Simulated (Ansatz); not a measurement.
```yaml
crystal:
  periodic: [false, false, false]
  atoms:
    - {symbol: C, position_ang: [-1.148221, -0.410306, -0.488067]}
    - {symbol: C, position_ang: [-0.059005, -0.266231, 0.475029]}
    - {symbol: F, position_ang: [-0.642996, 0.199444, 1.673310]}
    - {symbol: F, position_ang: [0.414643, -1.502748, 0.810211]}
    - {symbol: C, position_ang: [1.162540, 0.559283, 0.179710]}
    - {symbol: F, position_ang: [0.792353, 1.795394, -0.242053]}
    - {symbol: H, position_ang: [-1.804830, -0.955016, -0.179121]}
    - {symbol: H, position_ang: [-0.650872, -0.849677, -1.378734]}
    - {symbol: H, position_ang: [-1.373520, 0.584665, -0.806541]}
    - {symbol: H, position_ang: [1.526988, 0.232000, -0.716103]}
    - {symbol: H, position_ang: [-0.848221, -0.410306, -0.188067]}
basis:
  gaussian: {orbitals: ANO-RCC-VTZP}
hamiltonian: {xc: {name: wB97M-V}}
```

```sh
$ ansatz run in.yaml --threads 4 --pin off --events-out ev --progress --plain --max-ram 10444MiB
```

Output, abridged:

```
Functional definition: wB97M-V
1575 factors; their error is unknown
390 factors; integrals over basis functions are off by at most 5.6e-6 eV
mean field evaluation 1: about -11292.2142 eV, gradient 8.1e1 eV
mean field evaluation 2: about -11297.6619 eV, gradient 5.7e1 eV
mean field evaluation 4: about -11303.1563 eV, gradient 3.8e0 eV
mean field evaluation 8: about -11303.1831 eV, gradient 1.3e-1 eV
mean field evaluation 16: about -11303.1780 eV, gradient 1.1e-3 eV
mean field -11303.17801648 eV, -415.3841305364 hartree, gradient 6.8e-5 eV, S^2 0.000000; 0 other end points of the search recorded, 0 dependent functions left out
reference -11303.17811595 eV, -415.3841341919 hartree; 25, 25 occupied and 225, 225 virtual orbitals, 1575 factors
Total energy: -11303.17811595 eV, -415.3841341919 hartree
Relativity: scalar
```

Task: Something in this input is off. What?

Result: One atom was put on top of another. The run converged. The result belongs to that input, not to the molecule as meant.
